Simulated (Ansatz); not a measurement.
in.yaml

```yaml
crystal:
  periodic: [false, false, false]
  atoms:
    - {symbol: Al, position_ang: [0.000000, 0.000000, 0.000000]}
    - {symbol: N, position_ang: [0.000000, 0.000000, 1.320000]}
basis:
  gaussian: {orbitals: "6-31G*", fitting: {mean_field: def2-universal-jkfit}, point_charges: [{charge: 0.50, position_ang: [2.532, 0.681, -0.376]}]}
magnetization: {spin_polarized: false}
hamiltonian: {xc: {name: r2SCAN}, pseudopotentials: {relativity: scalar}}
correlation: {method: ccsd, electrons: valence, diis_vectors: 4}
scf: {lower_state_search: off}
```

```sh
$ ansatz run in.yaml --threads 1 --pin off --events-out ev --progress --plain --max-ram 2393MiB
```

Roughly how long does this take on 1 thread of AMD EPYC 7B13, shared host, and how much host memory?

0.6 s wall and 0.14 GiB.

```
these checks for a lower state are left out or cut short: stability, starts, cluster_reference, orbital_swaps, neighbouring_geometries, increment
205 factors; integrals over basis functions are off by at most 1.4e-2 eV
mean field evaluation 1: about -8059.3191 eV, gradient 9.9e1 eV
mean field evaluation 2: about -8059.3244 eV, gradient 9.9e1 eV
mean field evaluation 4: about -8078.2733 eV, gradient 4.5e1 eV
mean field evaluation 8: about -8086.5103 eV, gradient 1.6e1 eV
mean field evaluation 16: about -8087.2857 eV, gradient 1.5e-5 eV
mean field -8087.28572013 eV, -297.2022684556 hartree, gradient 2.0e-6 eV, S^2 0.000000; 0 other end points of the search recorded, 0 dependent functions left out
6 core orbitals not correlated: weight in the atoms' cores, before any rotation towards them, 0.999 or more for the frozen orbitals, at most 0.001 for the correlated occupied ones
reference -8065.46778706 eV, -296.4004742041 hartree; 4, 4 occupied and 24, 24 virtual orbitals, 205 factors
second order -7.77265628 eV of doubles, -0.25063564 eV of singles
cycle   1  -6.58544284 eV  change    8.4e-1 eV  update   1.4e-1
cycle   2  -7.06774181 eV  change   -4.8e-1 eV  update   5.9e-2
cycle   3  -7.25415181 eV  change   -1.9e-1 eV  update   3.2e-2
cycle   4  -7.29612765 eV  change   -4.2e-2 eV  update   1.3e-2
cycle   5  -7.30200150 eV  change   -5.9e-3 eV  update   6.2e-3
cycle   6  -7.29684178 eV  change    5.2e-3 eV  update   3.4e-3
cycle   7  -7.29731527 eV  change   -4.7e-4 eV  update   1.8e-3
cycle   8  -7.29482340 eV  change    2.5e-3 eV  update   7.9e-4
cycle   9  -7.29532893 eV  change   -5.1e-4 eV  update   3.6e-4
cycle  10  -7.29488011 eV  change    4.5e-4 eV  update   2.6e-4
cycle  11  -7.29535435 eV  change   -4.7e-4 eV  update   1.6e-4
cycle  12  -7.29546549 eV  change   -1.1e-4 eV  update   7.9e-5
cycle  13  -7.29542797 eV  change    3.8e-5 eV  update   3.9e-5
cycle  14  -7.29539900 eV  change    2.9e-5 eV  update   2.5e-5
cycle  15  -7.29532927 eV  change    7.0e-5 eV  update   1.4e-5
cycle  16  -7.29534844 eV  change   -1.9e-5 eV  update   6.3e-6
cycle  17  -7.29532879 eV  change    2.0e-5 eV  update   2.8e-6
cycle  18  -7.29533128 eV  change   -2.5e-6 eV  update   1.1e-6
WARN: these amplitudes may be one of several solutions (largest doubles amplitude 0.28, level shift 1.68 eV)
Total energy: -8072.76311834 eV, -296.6685726835 hartree
Relativity: scalar
Checks for a lower state left out: stability, starts, cluster_reference, orbital_swaps, neighbouring_geometries, increment
```
